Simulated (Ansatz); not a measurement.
Molecule: H2O2, net charge 1, doublet state. 
Geometry from a B3LYP-D3(BJ)/def2-TZVP (Ansatz, a program for electronic structure) optimisation:
```
O
H 1 0.9984
O 1 1.3082 2 104.59
H 3 0.9984 1 104.59 2 180.00
```
Charge +1, spin multiplicity 2.

Basis-set convergence of Hartree-Fock and CCSD correlation energies (hartree) with Ansatz. Correlated levels leave the core frozen unless marked. Open shells are spin-unrestricted. No spin-orbit coupling. Non-relativistic.

| basis | functions | E(HF) | E(corr, CCSD) |
|---|---|---|---|
| def2-SVPD | 62 | -150.30304 | -0.39479 |
| def2-TZVPPD | 114 | -150.49021 | -0.47468 |
| def2-QZVPPD | 198 | -150.49687 | -0.50477 |

Extrapolating the two largest sets (X = 3 and 4) as X^-3: E(corr) = (64·(-0.50477) - 27·(-0.47468))/37 = -0.5267 Eh, an estimate of the basis-set limit. The largest set recovers 95.8 % of it, the smallest 75.0 %.
